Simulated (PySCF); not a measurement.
Run record: geometry optimisation, `F[C@@H]1COCO1`.

Method: PBE0-D3(BJ)/def2-SVP geometry optimisation, gas phase (PySCF 2.14.0). Start geometry: GFN2-xTB. A driver script takes a list of jobs; this job's settings line and coordinates (Å) are shown.

Command:
```bash
OMP_NUM_THREADS=1 python probes_run.py task.json out
```

Input:
```
{"job": {"xc": "PBE0", "basis": "def2-SVP", "d3": "d3bj", "grid": 1, "shake": 0.01, "kind": "geom"}, "charge": 0, "multiplicity": 1}
F     -0.572570     1.724100     0.779370
C     -0.517460     0.867040    -0.292450
C     -0.941950    -0.541390     0.182900
O      0.274810    -1.308860    -0.016780
C      1.295170    -0.406950    -0.071220
O      0.783230     0.748190    -0.715270
H     -1.117720     1.304270    -1.083370
H     -1.719710    -0.967050    -0.394480
H     -1.195350    -0.490170     1.272860
H      2.113890    -0.817230    -0.640560
H      1.635780    -0.137790     0.963330
```

Output:
```
step   0  E = -366.93284556  max force = 0.050475
step   1  E = -366.93559302  max force = 0.013069
step   2  E = -366.93679112  max force = 0.004047
step   3  E = -366.93687845  max force = 0.001318
step   4  E = -366.93689155  max force = 0.000611
step   5  E = -366.93690061  max force = 0.000439
step   6  E = -366.93691753  max force = 0.001008
step   7  E = -366.93694612  max force = 0.001975
step   8  E = -366.93697359  max force = 0.002229
step   9  E = -366.93699062  max force = 0.001233
step  10  E = -366.93699803  max force = 0.000357
optimisation converged
```

Energies in Eh; «max force» is the largest Cartesian gradient component in Eh/bohr.

**Question.** Give the first gradient maximum in eV/Å.

**Answer.** With 1 Eh/bohr = 51.422 eV/Å, 2.596 eV/Å.

Main results: final energy -366.93700 Eh after 10 steps; dipole 0.97 D.

Hardware: Arm Neoverse V2, one thread, no GPU, shared host. Cost: 35 s wall, 0.46 GiB resident at most.
Labels such as C1 count atoms from 1, the log's own numbers from 0.
